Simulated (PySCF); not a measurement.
Calculated properties of furan, `c1ccoc1`

Species: furan, C4H4O.
Z-matrix (Å and degrees, GFN2-xTB geometry), rows numbered from 1:
```
C 
C   1  1.4171
C   2  1.3597  1  105.83
O   3  1.3425  2  110.67  1     0.02
C   4  1.3426  3  107.00  2    -0.02
H   1  1.0707  2  127.15  3   179.93
H   2  1.0705  1  127.10  3   179.98
H   3  1.0718  2  131.96  1  -179.94
H   5  1.0720  1  131.98  2   179.96
```

Some functional groups and rings: aromatic ring with oxygen.

GFN2-xTB geometry:

```yaml
Point_group_of_the_GFN2-xTB_geometry: C2v
Rotational_constants_A_B_C_of_the_GFN2-xTB_geometry: 9.699, 9.357, 4.763 GHz
```

From PBE0/def2-SVPD ground state and vertical TDDFT (core frozen in the response) (PySCF):

```yaml
Dipole_moment: 0.63 D
HOMO_energy: -6.69 eV
LUMO_energy: 0.21 eV
HOMO–LUMO_gap: 6.90 eV
Lowest_singlet_excitation: 6.34 eV (196 nm, f = 0.176)
Strongest_line_among_the_8_lowest_singlet_transitions: S1 at 6.34 eV (196 nm, f = 0.176)
Lowest_triplet_excitation_Tamm–Dancoff: 4.04 eV
Static_isotropic_polarisability: 46.2 au
Electronic_spatial_extent_⟨r²⟩_about_the_centre_of_nuclear_charge: 288 bohr²
```

**delta-SCF UKS SCAN, pcX-2 on the ionised atom, pcseg-1 elsewhere, spin-free X2C (PySCF)**

```yaml
Core_binding_energies: C1s 290.5 (C1/C2), C1s 291.6 (C3/C5), O1s 540.2 (O4) eV
```

Monoisotopic mass from the formula: 68.0262 u.

In atomic units the dipole is 0.25 e·bohr (1 au = 2.5417 D). S1 lies 0.56 eV below the HOMO–LUMO gap; its leading configuration is HOMO→LUMO, weight 0.97. The vertical singlet–triplet gap S1 − T1 is 2.30 eV (TDDFT singlet less Tamm–Dancoff triplet; S1: HOMO→LUMO, weight 0.97; T1: HOMO→LUMO, weight 0.95). The 8 singlets span 6.34 to 8.04 eV, and their oscillator strengths add up to 0.24. With B = h/(8π²I), that is 505.379 GHz u Å² over I, the principal moments of inertia are 52.1, 54.0 and 106.1 u Å² (most abundant isotopes); the inertial defect Ic − Ia − Ib is 0.0 u Å² (zero for a rigid planar frame, negative otherwise).

Isolated species at its GFN2-xTB geometry, gas phase.
